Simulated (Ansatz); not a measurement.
Basis-set extrapolation for `CCCCCCl` (PBE0-D4/def2-TZVP geometry, frozen core, Ansatz 0.2.0). Multiplicity 1, RHF reference.

|  | def2-TZVPP | def2-QZVPP |
| --- | --- | --- |
| HF | -655.338727 | -655.360799 |
| MP2 correlation | -1.069720 | -1.144137 |
| CCSD(T) correlation | -1.186606 | not run |

Energies in hartree. Use E(X) = E(∞) + A·exp(−7.88·√X) for Hartree–Fock and E(X) = E(∞) + B·X^(−2.97) for correlation, with X = 3 and 4, and add CCSD(T) minus MP2 of the smaller set to the MP2 limit.

**Question.** What is the CCSD(T) energy at the basis-set limit?

**Answer.** HF limit: -655.360799 + (-0.022072) × 0.13774 = -655.36384. MP2 limit: -1.144137 + (-0.074417) × 0.74074 = -1.19926. Higher-order term: -1.186606 − (-1.069720) = -0.11689. Total: -656.67999 hartree, 406.1 kJ/mol below CCSD(T)/def2-TZVPP.
